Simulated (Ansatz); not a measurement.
# CH5SSi: the cost of one run

Computed with Ansatz 0.2.0. Level: RKS PBE0-D4/def2-SVPD.

## (1) The starting structure

SMILES `[CH2-]S[SiH3]`, 8 atoms, charge -1, spin multiplicity 1.

Atoms are counted from 1 here; the program's logs count them from 0.

Bond lengths: C1–S2 1.771 Å, C1–H4 1.111 Å, C1–H5 1.111 Å, S2–Si3 2.214 Å, Si3–H6 1.521 Å, Si3–H7 1.543 Å, Si3–H8 1.521 Å. Angles: S2–C1–H4 112.8°, S2–C1–H5 112.8°, H4–C1–H5 111.0°, C1–S2–Si3 106.8°, S2–Si3–H6 111.0°, S2–Si3–H7 120.2°, S2–Si3–H8 111.0°, H6–Si3–H7 104.5°, H6–Si3–H8 104.2°, H7–Si3–H8 104.5°.

Geometry (Å):

```xyz
8

C    -0.9691    0.7223   -1.5413
S    -0.8825   -0.8714   -0.7737
Si    0.5106   -0.6846    0.9373
H     0.0050    1.0508   -1.9633
H    -1.3954    1.5003   -0.8720
H     0.0407    0.3888    1.9074
H     0.8137   -1.9062    1.8292
H     1.8769   -0.2000    0.4766
```

## (2) Relaxation

input.yaml reads:

```yaml
crystal:
  periodic: [false, false, false]
  atoms:
    - { symbol: C, position_ang: [-0.969085, 0.722311, -1.541311] }
    - { symbol: S, position_ang: [-0.882483, -0.871448, -0.773727] }
    - { symbol: Si, position_ang: [0.510577, -0.684583, 0.937311] }
    - { symbol: H, position_ang: [0.005045, 1.050798, -1.963333] }
    - { symbol: H, position_ang: [-1.395446, 1.500284, -0.872044] }
    - { symbol: H, position_ang: [0.040684, 0.388837, 1.907386] }
    - { symbol: H, position_ang: [0.813748, -1.90619, 1.82916] }
    - { symbol: H, position_ang: [1.87695, -0.200019, 0.476569] }
total_charge: -1
basis:
  gaussian: { orbitals: def2-SVPD }
hamiltonian:
  xc: pbe0
  dispersion: d4
output:
  forces: true
relax:
  f_tol: 0.003
  max_steps: 120
```

Command:

```sh
> ansatz run input.yaml --threads 1 --pin off --max-ram 2560MiB --backend cpu --events-out ev --progress --plain --runs-dir out
```

What time and memory should one allow on 1 thread of Arm Neoverse V1, shared host?

About 40 s, with a peak of 0.23 GiB.
